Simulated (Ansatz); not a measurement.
What a trial cell of Mg2Re relaxes into

Level of theory: DFT PBE, scalar-relativistic, plane waves, PAW in Ansatz. Cutoff 420 eV, Γ-centred k mesh, Gaussian smearing, no spin polarisation in the final step.

The start puts Mg2Re on the CaC2 structure type (I4/mmm, No. 139), with Re in place of Ca, Mg in place of C, at a guessed volume.

```yaml
crystal:
  lattice:
    - [-2.02419, 2.02419, 3.31988]
    - [2.02419, -2.02419, 3.31988]
    - [2.02419, 2.02419, -3.31988]
  atoms:
    - { symbol: Mg, position: [0.59300, 0.59300, 0.00000] }
    - { symbol: Mg, position: [0.40700, 0.40700, 0.00000] }
    - { symbol: Re, position: [0.00000, 0.00000, 0.00000] }
```

Cell and atoms relax at zero pressure; the relaxation can't lower the symmetry of the start. After a coarse first stage the cell is made exact in the group found at 0.06 Å.

The zero of energy is the elements' standard structures at the same level; no fitted shifts are applied.

Q: What does it relax into?

A: It keeps I4/mmm (No. 139), but not the shape of the type it started on. Conventional cell: a = 2.758 Å, c = 13.931 Å. Around Mg lie 4 Mg at 2.76 Å, 4 Re at 2.91 Å and 4 Mg at 3.29 Å; around Re lie 4 Re at 2.76 Å and 8 Mg at 2.91 Å.

```xyz
3
Lattice="-1.3790 1.3790 6.9656 1.3790 -1.3790 6.9656 1.3790 1.3790 -6.9656" Properties=species:S:1:pos:R:3 pbc="T T T"
Mg    0.0000    0.0000    9.1232
Mg    0.0000    0.0000    4.8081
Re    0.0000    0.0000    0.0000
```

Q: What are its volume, energy, density and gap?

A: The volume per atom is 17.66 Å³ and the density is 7.36 g/cm³. The energy over the elements is 0.35 eV/atom. The gap on the 24×24×24 mesh is 0 eV (a metal).

The final run used a 24×24×24 mesh on its 3-atom cell and 0.10 eV smearing. The k mesh leaves about 4 meV/atom of noise in metals. Spin–orbit coupling is left out. A structure relaxed within its symmetry needn't be a true minimum. The steps took about 6 core-minutes in all.